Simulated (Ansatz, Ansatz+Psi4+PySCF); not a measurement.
```xyz
8

C     0.0000    0.0000   -0.7596
C     0.0000    0.0000    0.7596
H     0.0000   -1.0240   -1.1651
H    -0.8868    0.5120   -1.1651
H     0.8868    0.5120   -1.1651
H     0.0000    1.0240    1.1651
H    -0.8868   -0.5120    1.1651
H     0.8868   -0.5120    1.1651
```

Basis set: cc-pVTZ (spherical functions). Left uncorrelated: 2 orbitals. Charge 0, multiplicity 1.

Computed with Ansatz (development build ahead of 0.2.0); each method stands on the lowest determinant of its kind that the runs found. Restricted open shells among the atoms or ions are ROHF, correlated in semicanonical orbitals with singles.

**Question.** Give the atomization energy at this shape (free ground-state atoms in the same class of orbitals less the molecule, no zero-point energy) of singlet C₂H₆ by RHF-MP2, RHF.

**Answer.**

```json
{"method": "RHF-MP2", "atomization energy": "30.31 eV"}
{"method": "RHF", "atomization energy": "24.13 eV"}
```
